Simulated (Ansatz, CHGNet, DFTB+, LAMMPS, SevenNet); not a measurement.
Diamond, zone-centre TO phonon frequency

Reference value: 1333 cm⁻¹ (measured, low temperature, zero-point motion not removed; as tabulated in Kunc et al. (2003), arXiv:cond-mat/0304692).

| level (code) | value (cm⁻¹) | cell (Å³/atom) |
|---|---|---|
| COMB comb3 (LAMMPS) | 1803 | 5.58 |
| DFTB cp2k-scc (DFTB+) | 1401 | 5.63 |
| CHGNet 0.3.0 | 1235 | 5.70 |
| SevenNet-0 | 1097 | 5.69 |
| LDA (Ansatz) | 1323 | 5.51 |
| PBE (Ansatz) | (withheld) | 5.70 |
| PBE-D3(BJ) (Ansatz) | (withheld) | 5.63 |
| r²SCAN (Ansatz) | 1324 | 5.64 |
| HSE06 (Ansatz) | 1372 | 5.57 |
| PBE0 (Ansatz) | 1375 | 5.57 |

Fill in the missing entries.


- PBE (Ansatz, a quantum-chemistry and plane-wave program), value (cm⁻¹): 1290
- PBE-D3(BJ) (Ansatz), value (cm⁻¹): 1306

Differences against the reference: COMB comb3 +35 %, DFTB cp2k-scc +5.1 %, CHGNet 0.3.0 -7.4 %, SevenNet-0 -17.7 %, LDA -0.8 %, PBE -3.2 %, PBE-D3(BJ) -2.0 %, r²SCAN -0.7 %, HSE06 +2.9 %, PBE0 +3.2 %.

Once the reference is moved by up to 2.0 % (a margin picked here for doubts on the reference and the settings, and for temperature and zero-point motion) and values within 0.7 % count as equal, the nearest can be r²SCAN (-0.7 %), LDA (-0.8 %), PBE-D3(BJ) (-2.0 %), HSE06 (+2.9 %) or PBE0 (+3.2 %). Among them COMB comb3 (+35 %) misses by most. Within 10 %: DFTB cp2k-scc, CHGNet 0.3.0, LDA, PBE, PBE-D3(BJ), r²SCAN, HSE06, PBE0.

The measured value isn't corrected to a static lattice, so vibrations enter the comparison.  PBE-D3(BJ): the dispersion coefficients are held fixed in the derivatives. Each level is taken at its own relaxed cell. Cutoffs and k meshes differ between the levels. Ansatz's density-functional and Hartree–Fock values are scalar-relativistic unless marked +SOC, with PAW data made under PBE.

Empirical potentials (COMB comb3) are fitted to chosen data: where that held the value shown, agreement is built in, and what lay outside the fit can be far off. Machine-learned potentials (CHGNet 0.3.0, SevenNet-0) are trained on DFT data: a solid inside that data is no test of them.

Differences are worked out from the printed values.
